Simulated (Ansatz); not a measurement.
B₃. Charge 0, multiplicity 2. Geometry PBE-D4/def2-TZVP; atoms count from 1.

```tsv
atom	x (Å)	y (Å)	z (Å)
B1	-0.214	-0.315	0.813
B2	-0.407	-0.328	-0.730
B3	0.622	0.643	-0.083
```

The charge 0 doublet is spin-contaminated (final ⟨S²⟩ up to 0.86, 0.75 for a pure state). The structure comes from a short search, and lower isomers may exist.

Q: Estimate the Mulliken populations from the PBE0/def2-TZVP orbitals of Ansatz.

A: 
```
atom  charge (e)  spin (α − β)
  B1        0.00          0.33
  B2        0.00          0.33
  B3        0.00          0.33
```
Mulliken values and Mayer orders depend strongly on the basis.

Q: Where does the spin sit?

A: Summed by element: B 1.00, of 1 unpaired in all. Largest on single atoms: B2 0.33, B1 0.33, B3 0.33.

Q: And the Mayer bond orders between bonded heavy atoms (over 0.3)?

A: B1–B2 1.63 (1.56 Å); B1–B3 1.63 (1.56 Å); B2–B3 1.63 (1.56 Å).
